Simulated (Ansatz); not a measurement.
# HP2Si: the cost of one run

Program: Ansatz 0.2.0, Gaussian basis. Level of theory: the settings change from run to run. These are calculated values, not measurements.

25 further runs of the same task are left out: 11 that didn't finish, 14 set aside as unsound or not needed.

**1. The system**

The geometry is a PBE0/def2-TZVP stationary point (not a proven minimum) of the parent state, kept for this charge and spin.

4 atoms, charge 1, spin multiplicity 3.

Atoms are counted from 1 here; the program's logs count them from 0.

Bond lengths: P1–Si2 2.115 Å, P1–H4 1.424 Å, Si2–P3 2.201 Å. Angles: Si2–P1–H4 96.7°, P1–Si2–P3 110.2°.

**2. CCSDT(Q) on ROHF/STO-3G**

File in.yaml:

```yaml
crystal:
  periodic: [false, false, false]
  atoms:
    - {symbol: P, position_ang: [0.000000, -0.439635, 1.712071]}
    - {symbol: Si, position_ang: [0.000000, 0.841866, 0.028977]}
    - {symbol: P, position_ang: [0.000000, -0.342749, -1.826264]}
    - {symbol: H, position_ang: [0.000000, 0.584513, 2.701693]}
basis:
  gaussian: {orbitals: STO-3G}
total_charge: 1
magnetization: {spin_polarized: false, initial_magnetization: 2}
correlation: {method: ccsdt_q, electrons: valence}
output: {forces: true}
```

Started as:

```console
ansatz run in.yaml --threads 1 --pin off --events-out ev --progress --plain --max-ram 2393MiB
```

Q: Estimate wall time and peak memory on 1 thread of Arm Neoverse V2, shared host.

About 25 s, with a peak of 0.35 GiB.
